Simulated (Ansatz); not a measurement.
Two shapes of singlet H2O.

Shape 1:

```xyz
3

O     0.0000    0.0000    0.0000
H     0.0000    0.8018    0.5556
H     0.0000   -0.8018    0.5556
```

Shape 2:

```xyz
3

O     0.0000    0.0000    0.0000
H     0.0000    1.6037    1.1112
H     0.0000   -1.6037    1.1112
```

Basis set: pcseg-2 (spherical functions). Charge 0, multiplicity 1.

Computed with Ansatz (development build ahead of 0.2.0); each method stands on the lowest determinant of its kind that the runs found.

Problem. Which shape is lower in energy, and by how much in each method?

Solution.

```tsv
method	E(2) − E(1) (eV)
RHF	12.081
PBE (unrestricted)	8.512
```

Shape 1 is lower. Caution for RHF: stretched shape with no unrestricted run beside it, a lower state can exist. Caution for PBE (unrestricted): the unrestricted determinant is a mixture of spin states.
